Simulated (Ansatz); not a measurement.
Compare A (`C=C1CC1=O`) with its isomer B (`c1ccoc1`).

Calculated with Ansatz (gas phase, PBE0-D4/def2-TZVP geometries, no zero-point term in ΔE). CCSD(T)/CBS adds triple-zeta CCSD(T) − MP2 to the extrapolated MP2 energy (def2 sets, frozen cores). DFT in def2-TZVPP. B3LYP here is the variant with VWN-RPA as its local correlation; programs differ in this.

Problem. Which is lower in electronic energy at CCSD(T)/CBS, and by how much? (Estimate.)

Solution. Computed: B, by 200.2 kJ/mol.

Problem. Give E(B) − E(A) in kJ/mol with r2SCAN-D4, ωB97M-V, MP2/def2-TZVPP, B3LYP, B3LYP-D4, CCSD/def2-TZVPP, PBE-D4. (Estimate.)

Solution. Computed: r2SCAN-D4 -189.1, ωB97M-V -196.9, MP2/def2-TZVPP -210.1, B3LYP -181.7, B3LYP-D4 -185.1, CCSD/def2-TZVPP -194.4, PBE-D4 -179.3. None reverses the order clearly.

Problem. Does the order hold for the free energy at 298.15 K (harmonic terms from PBE0-D4)? (Best estimate.)

Solution. Computed: Yes: G(B) − G(A) = -182.4 kJ/mol.

Largest T1 diagnostic: 0.015.

Leaving LDA and LC-ωPBE aside and taking each functional with its dispersion term where it has one, the values, not all of them listed here, spread over 32.0 kJ/mol, from PBE-QIDH to BLYP-D4. LDA lies −34.6 kJ/mol from PBE without D4. From PBE to PBE0 (25 % exact exchange), in def2-TZVPP and without D4, E(B) − E(A) moves by −13.9 kJ/mol.
